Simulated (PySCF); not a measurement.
Two structures, one formula

The two ends of one reaction step of BNH3Cl, singlet (PBE0-D4/def2-TZVP).

A:

```
6
angstrom
B -0.5818 0.1058 -0.2085
H -0.9391 0.6356 -1.2135
N 0.7596 -0.0457 0.0905
H 1.4851 0.2827 -0.5227
Cl -1.8043 -0.4961 0.9177
H 1.0898 -0.4886 0.9316
```

B:

B1  (-0.714, -0.223, 0.892)
H2  (0.483, 0.632, -2.371)
N3  (0.455, -0.358, 1.261)
H4  (0.715, 0.439, -1.688)
Cl5  (-2.313, -0.034, 0.376)
H6  (1.388, -0.473, 1.576)
(Å)

PySCF 2.14 with density fitting (its default auxiliary sets; JK sets also for MP2 and CCSD(T)); basis: def2-TZVPP; cores frozen in the correlated methods. B3LYP uses VWN-RPA correlation.

(1) Which structure is lower at CCSD(T), and by how much? (Judge from chemistry; the value comes from the calculation.)

No T1 diagnostic of these runs exceeds 0.013.

Answers

(1) By the calculation: A, by 2.032 eV (electronic energy, against the other). By their contacts, A is BNH₃Cl ([NH2][BH][Cl]) and B is a complex of BNHCl ([NH][B][Cl]) + H₂.

All methods give the same order:

| method | E(B) − E(A) (eV) |
| --- | --- |
| SPW92 | 2.272 |
| PBE-D4 | 2.005 |
| r2SCAN-D4 | 2.087 |
| PBE0-D4 | 2.181 |
| B3LYP-D4 | 1.988 |
| BHLYP-D4 | 2.187 |
| wB97M-V | 2.080 |
| HF | 2.234 |
| MP2 | 1.982 |
| CCSD | 2.095 |
| CCSD(T) | 2.032 |

Labels in which every atom is bracketed show which atoms are joined, not bond orders.

For scale, one of the runs: CCSD(T)/def2-TZVPP, 146 basis functions, launched by `OMP_NUM_THREADS=4 python run.py`. Time: 75 s of wall clock on 4 CPU threads of an Arm Neoverse V2; the host was shared. Peak host memory: 0.87 GiB.
